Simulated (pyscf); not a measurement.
O=TiH–OH → O=Ti=O + hydrogen (H₂), an elimination (singlet surface; H–Ti, H–O broken, H–H formed). Optimised with ωB97X-D3(BJ)/def2-SVP in PySCF. Energies in kcal/mol from the reactant's lowest minimum found.

Small-basis levels: PySCF, no dispersion term, spherical d functions. 

In single points SVWN5/6-31G*+LANL2DZ puts the saddle at 24.5 kcal/mol and the reaction energy at +33.5 kcal/mol. Should these be trusted to within a few kcal/mol? Compare with ωB97M-D3(BJ)/def2-TZVP.

ωB97M-D3(BJ)/def2-TZVP gives ΔE‡ = 38.9 kcal/mol and ΔE = +40.1 kcal/mol. SVWN5/6-31G*+LANL2DZ lies 14.5 kcal/mol under it in the barrier and 6.6 kcal/mol under it in the reaction energy, so on this step it does not hold to within 3.0 kcal/mol. ωB97M-D3(BJ)/def2-TZVP has limits of its own. On the product side the descent ends in an adduct with a H–Ti contact, 8.8 kcal/mol under the separated species and 7.3 kcal/mol under the saddle at ωB97X-D3(BJ)/def2-TZVP. At ωB97M-D3(BJ) the saddle lies under the separated products, which points to a path from their complex (located at ωB97X-D3(BJ) alone), and parting the products costs more than the saddle. One saddle was located; it need not be the lowest between these sides.
